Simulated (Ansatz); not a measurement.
bcc Ba, treated with LDA (PAW; Ansatz, an electronic-structure program).

Run with plane-wave cutoff 520 eV, 18×18×18 k mesh, Fermi–Dirac smearing 0.1 eV, perturbation theory, force constants from a 6×6×6 q mesh, scalar-relativistic PAW data made under PBE.

Computed at the level's own relaxed cell.

```xyz
1
Lattice="-2.3786 2.3786 2.3786 2.3786 -2.3786 2.3786 2.3786 2.3786 -2.3786" Properties=species:S:1:pos:R:3 pbc="T T T"
Ba     0.0000     0.0000     0.0000
```

Harmonic phonon frequencies (cm⁻¹; i marks an imaginary mode):

| q point | frequencies |
|---|---|
| N | 22 51 83 |
| H | (withheld) |

**Question.** Complete the blanks.

**Answer.** 
- H, frequencies: 74 74 74

No imaginary mode appears at these points.
